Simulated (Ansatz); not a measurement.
A made-up structure of CH4NSi (charge -1), singlet:

C1  (-0.887, 0.254, -0.600)
Si2  (0.254, 0.048, 0.232)
N3  (0.973, -1.268, 0.160)
H4  (-1.292, -0.520, -1.322)
H5  (-1.241, 1.229, -0.400)
H6  (0.586, 1.349, 1.161)
H7  (1.608, -1.093, 0.770)
(Å)

It is relaxed with PBE-D4/def2-SVPD and then PBE0-D4/def2-TZVPD (Ansatz 0.2.0). Atoms count as bonded within 1.22 times the sum of their covalent radii (H–H: 0.88 Å). The end point is not checked to be a true minimum.

Problem. Does its bonding change? (A judgement: the text doesn't fix the answer.)

Solution. Computed: No: no bond forms or breaks.

Where it ends: The first stage lowers the energy by 4.79 eV in 7 steps. It ends as CH₄NSi ([CH2][SiH][NH]), total charge -1:
```xyz
7
angstrom
C -1.0866 0.3688 -0.7064
Si 0.3059 0.0089 0.2556
N 1.2333 -1.3408 0.3372
H -1.5456 -0.3058 -1.4231
H -1.5580 1.3427 -0.6029
H 0.6542 1.1935 1.1384
H 1.9967 -1.2673 1.0012
```

Labels in which every atom is bracketed show which atoms are joined, not bond orders.

For scale, one of the runs: PBE0-D4/def2-TZVPD relaxation, 153 basis functions, launched by `ansatz run in.yaml --threads 2 --pin off --events-out ev --progress --plain --max-ram 4352MiB`. The run took about 17 s on 2 CPU threads of an Intel Xeon 6975P-C (shared host).
